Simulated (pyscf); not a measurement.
A first-order saddle from PySCF, ωB97X-D3(BJ)/def2-SVP:

```xyz
10

C     -1.0528    -0.6281     0.9818
In    -0.0125     0.4822    -0.5150
H     -0.8904    -1.7091     0.8567
H     -2.1280    -0.4140     0.8983
H     -0.7091    -0.3391     1.9863
H     -0.5933     2.4986    -0.2715
H      1.5647     0.5136    -1.1901
O     -1.4625     1.2565    -1.9350
H     -1.0758     2.1863    -1.0632
H     -1.1498     1.4501    -2.8286
```
Charge 0, spin multiplicity 1.

Surface: singlet, charge 0. Lowest wavenumbers (cm⁻¹): 1200i, 40, 122, 237, 445.

Q: Name the species on either side of this saddle.

A: H₃C–InH₂ (SMILES [CH3][InH2]) + H₂O (SMILES O) <-> H₃C–InH–OH (SMILES [CH3][InH][OH]) + H₂ (SMILES [H][H]), a four-centre exchange read from left to right: H–In, H–O broken and In–O, H–H formed. At ωB97M-D3(BJ)/def2-TZVP it lies +49.4 kJ/mol from the left side and +72.8 kJ/mol from the right (each side as separated species at their lowest minima found). On the reactant side the descent ends in an adduct with a In–O contact, 57.3 kJ/mol under the separated species and 97.9 kJ/mol under the saddle at ωB97X-D3(BJ)/def2-TZVP. What is counted as formed (In–O) is already present as a longer contact in the reactant adduct; forming that adduct is a step of its own. At the saddle there is also a short H–In contact that neither side keeps. At ωB97X-D3(BJ)/def2-TZVP the barrier from the zero used here is 40.6 kJ/mol. One saddle was located; it need not be the lowest between these sides. Elements past Kr carry the def2 core potentials, without spin-orbit coupling.
